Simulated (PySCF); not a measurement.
## Do core-level shifts follow atomic charges?

Species: C₄H₅NO.
Geometry (GFN2-xTB, Å), atoms numbered from 1 in this order:
```xyz
11
C4H5NO angstrom
C     -1.3903   -0.0808    0.1919
C     -0.2306   -0.6216   -0.5913
O     -0.3324   -1.2908   -1.5812
C      1.1446   -0.2598   -0.0154
C      1.2713    1.1559    0.2016
N      1.3595    2.2839    0.3628
H     -1.3361   -0.4158    1.2260
H     -2.3273   -0.4081   -0.2506
H     -1.3475    1.0077    0.1933
H      1.9252   -0.5929   -0.7046
H      1.2689   -0.7753    0.9415
```

Binding energies: PySCF, delta-SCF UKS SCAN, pcX-2 on the ionised atom, pcseg-1 elsewhere, spin-free X2C. Charges: PBE0/pcSseg-1 ground-state density, for the ionised atom.

| atom | environment | C 1s (eV) | Mulliken (e) | IAO (e) | Hirshfeld (e) | ESP (e) |
| --- | --- | --- | --- | --- | --- | --- |
| C1 | methyl carbon next to a carbonyl | 291.60 | -0.271 | -0.485 | -0.120 | -0.663 |
| C5 | nitrile carbon | 292.62 | +0.030 | +0.136 | +0.088 | +0.470 |
| C4 | sp3 carbon next to a carbonyl | 292.71 | -0.203 | -0.359 | -0.049 | -0.585 |
| C2 | ketone carbonyl carbon | 294.36 | +0.160 | +0.411 | +0.187 | +0.796 |

Question: How well does each charge scheme correlate with the binding energies over these sites?

Answer: Hirshfeld: r = 0.90, slope 7.4 eV per e; Mulliken: r = 0.86, slope 4.9 eV per e; IAO: r = 0.86, slope 2.3 eV per e; ESP: r = 0.79, slope 1.2 eV per e. Hirshfeld charges have the highest r, on only 4 points.

Question: The point-charge model writes a binding energy as kq + V + constant, with V the potential of the other atoms' charges at the site. What does it give with the Mulliken charges?

Answer: V = Σ 14.40 eV Å × q/r over all other atoms: +5.53 eV at C1, -2.00 eV at C5, +4.25 eV at C4, -3.52 eV at C2. Fitting binding energy − V to q gives k = 27.1 eV per e and leaves an rms residual of 0.21 eV, against 0.50 eV for the fit on q alone. The model has no term for differences in relaxation between sites.

Isolated species at its GFN2-xTB geometry (one conformer only).
